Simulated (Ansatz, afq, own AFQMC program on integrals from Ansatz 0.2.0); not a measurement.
Two steps: Ansatz 0.2.0 writes the Fock matrix and Cholesky factors of the valence space, and afq projects on them the lowest state that overlaps trial and start.

```yaml
crystal:
  periodic: [false, false, false]
  atoms:
    - {symbol: Si, position_ang: [0.000117, -0.000081, -0.057121]}
    - {symbol: H, position_ang: [1.848445, 0.019058, 0.534308]}
    - {symbol: H, position_ang: [-0.941702, 1.593344, 0.526356]}
    - {symbol: H, position_ang: [-0.910005, -1.610143, 0.530966]}
basis:
  gaussian: {orbitals: 6-31G}
magnetization: {spin_polarized: true, initial_magnetization: 1}
correlation: {method: ccsd_t, electrons: outside_noble_gas, hamiltonian_folder: ham}
```

```sh
$ ansatz run in.yaml --threads 1 --pin off --events-out ev --progress --plain --max-ram 24576MiB --backend cuda --devices 0, --max-vram 18GiB
```

Options of the walk:

```
--method phaseless --trial cisd --walkers 4000 --populations 20 --least-time 60 --time-step 0.005 --steps-per-block 50 --equilibration-blocks 40 --max-blocks 4000 --target-error 0.00032 --factor-cut 1e-05 --start spin_pure --seed 9099 --release-times 0.24,0.51,0.99,1.62,2.4 --release-step 0.03 --release-every 3 --taylor-order 6
```

Times are imaginary, in 1/Eh. The walk had a cap of 122 s. With eight or more populations the least sampling time is a fifth of least-time, and the error comes from their spread.

Log:

```
orbitals 14  electrons 4 3  factors 82 of 236
reference energy -290.45435457 Eh
CCSD correlation -0.09639405 Eh in 12 cycles, weight of the determinant in the CISD state 0.8821
energy of the start -290.550319 Eh
 block  time / (1/Eh)  mean weight  energy / Eh
     1     0.250  1.0000  -290.549689
     2     0.500  1.0000  -290.549690
     3     0.750  0.9999  -290.549930
     4     1.000  1.0000  -290.550219
     5     1.250  1.0000  -290.550537
    10     2.500  1.0000  -290.552253
    15     3.750  1.0001  -290.552978
    19     4.750  1.0000  -290.553676
    29     7.250  1.0000  -290.553367
    39     9.750  1.0000  -290.553650
    49    12.250  1.0000  -290.553491
    55    13.750  0.9998  -290.554352
    59    14.750  1.0001  -290.553290
    69    17.250  1.0001  -290.553553
    79    19.750  0.9999  -290.553742
    89    22.250  1.0000  -290.553403
error from the spread of 20 populations
released: time / (1/Eh)  energy / Eh  error  mean overlap
  0.24  -290.553730  0.000095  1.0013
  0.51  -290.553980  0.000182  1.0009
  0.99  -290.553935  0.000063  1.0006
  1.62  -290.553972  0.000058  1.0015
  2.40  -290.554013  0.000038  1.0010
energy -290.553666 +/- 0.000103 Eh
(rows thinned)
```

The run passed its tests (sampling time, drift between the halves within three errors, error under three times the target), which doesn't prove that it has relaxed.

Against this walk (error 2.8 meV) on the same determinant: CCSD(T) 20.4 meV higher, CCSDT(Q) 14.7 meV lower, CCSDTQ 15.5 meV lower, full CI 15.7 meV lower. The error is statistical and leaves out the bias of the constraint. Released to 2.40 1/Eh the energy lies 9 ± 3 meV (both errors) below the phaseless value, which shows part or all of the bias of the constraint, and full CI lies 6.2 meV below the released value. Full CI is exact here, so the walk's 16 meV above it is the walk's own error: the bias of the constraint with this trial.

Cautions: constraint bias not in the error.

The walk took 21 s on 1 × NVIDIA H100 80GB HBM3 with 2 threads of AMD EPYC 7R13 Processor (Zen 3), on a shared host (the card was shared). The log's last line is the phaseless energy.

CCSDT and higher add their correlation energy to the determinant of the CCSD(T) run, since their own runs factorise the integrals more tightly (a shift of under 2 meV). A walk keeps the symmetry of its determinant, which the program's search chose and which needn't be the lowest solution, so a lower state of the same spin and another symmetry isn't excluded.
